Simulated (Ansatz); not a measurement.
A nudged elastic band was laid between two geometries of CH₅Al (7 atoms, charge 0, multiplicity 1).

These are results of RKS r2SCAN-D4/def2-SVP (Ansatz 0.2.0), not measurements.

| Property | Result |
| --- | --- |
| movable images | 7 |
| climbing image | yes |
| spring | 5.0 eV/Å² |
| optimiser | quadratic models (default) |
| start path | through a guess of the saddle point |
| force threshold | 0.03 eV/Å |
| iteration limit | 60 |
| end points | relaxed |

Initial state:

```xyz
7
Properties=species:S:1:pos:R:3
Al 0.281 -0.065 0.479
H -0.124 -0.442 1.973
C 2.170 0.064 0.003
H 2.687 -0.893 0.197
H 2.352 0.336 -1.049
H 2.684 0.809 0.637
H -0.876 0.191 -0.585
```

Final state:

```xyz
7
Properties=species:S:1:pos:R:3
Al -1.211 -0.338 0.396
H 1.616 0.180 1.406
C 2.219 0.105 0.489
H 2.202 -0.928 0.114
H 1.828 0.779 -0.284
H 3.254 0.386 0.727
H -0.735 -0.184 -1.193
```

Task: What changes between the two ends?

Result: Bonds broken: Al1–H2, Al1–C3. Bonds formed: H2–C3. CH5Al becomes AlH + CH4.

Task: What energy profile does the band end with?

Result: The run converged. The highest image is number 4 of 0 to 8, 290.9 kJ/mol above the first end and 168.6 kJ/mol above the last; the last end lies 122.3 kJ/mol above the first. Neighbouring images differ by up to 1.7 eV, so the band resolves the path poorly. A vibrational analysis at the climbing image gives one clearly imaginary mode, 1202i cm⁻¹: a first-order saddle point. The orbitals stay closed-shell, which can raise the energy where a bond breaks towards radicals; this wasn't checked here.

```csv
image,path coordinate (Å),energy (kJ/mol),Al1–H2 (Å),Al1–C3 (Å),H2–C3 (Å)
0,0.00,0.0,1.59,1.95,3.07
1,0.69,0.0,1.59,1.95,3.09
2,1.38,9.2,1.58,1.93,2.89
3,2.07,127.5,1.54,1.95,2.32
4,2.76,290.9,1.58,2.26,1.72
5,3.28,183.9,1.80,2.51,1.24
6,3.80,125.4,2.27,3.03,1.11
7,4.31,122.3,2.77,3.42,1.10
8,4.83,122.3,3.05,3.46,1.10
```

Task: What is the geometry of the highest image?

Result: 
```xyz
7
Properties=species:S:1:pos:R:3:forces:R:3
Al -0.240 -0.006 0.612 0.01 0.01 0.02
H 0.977 0.333 1.568 -0.02 -0.01 -0.01
C 1.988 0.037 0.208 0.00 -0.01 0.01
H 2.134 -1.004 -0.132 0.00 0.00 0.00
H 2.065 0.734 -0.643 0.00 0.01 -0.01
H 2.763 0.281 0.948 0.00 0.00 -0.01
H -0.515 -0.376 -0.905 0.00 -0.01 -0.01
```

Run time: 2.8 min on 1 thread of Arm Neoverse V1, on a shared host, peak memory 0.12 GiB.
